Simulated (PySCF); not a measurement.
# Magnesium: a sound run and one with changed settings

Sound run: Mg [Ne] 3s2, Mg⁺ [Ne] 3s1. All numbers are calculated (PySCF 2.14, no relativity, point nucleus, in pcseg-2 (5s3p1d, 19 functions)). In the sound run the correlated levels freeze [Ne]. The sound run starts from symmetry-adapted Hartree-Fock orbitals and uses a fine grid where one is needed.

Changed run: the spin-free X2C one-electron Hamiltonian (Gaussian nucleus). This setting is unsound on purpose.

```tsv
species	method	sound run (hartree)	changed run (hartree)	converged
Mg	UHF	-199.60382	-199.88854	yes
Mg	M06-2X	-200.05929	-200.34411	yes
Mg	TPSS	-200.08791	-200.37258	yes
Mg	MP2	-199.62441	-199.90915	yes
Mg	CCSD(T)	-199.63649	-199.92120	yes
Mg⁺	UHF	-199.36124	-199.64557	yes
Mg⁺	M06-2X	-199.77350	-200.05780	yes
Mg⁺	TPSS	-199.81112	-200.09534	yes
```

Ionisation energy of Mg:

```
 method  sound run (eV)  changed run (eV)
    UHF           6.601             6.612
 M06-2X           7.777             7.791
   TPSS           7.532             7.544
    MP2           7.161             7.172
SCS-MP2           7.273             7.285
   CCSD           7.490             7.500
CCSD(T)           7.490             7.500
  CCSDT           7.490             7.500
    FCI           7.490             7.500
```

Most of the change in total energy is the relativistic energy itself. On top of that the contraction fixes the core shape for the Hamiltonian it was made with, so the changed run is not a good calculation with the other Hamiltonian either.

For comparison, NIST gives 7.646 eV between the lowest levels.
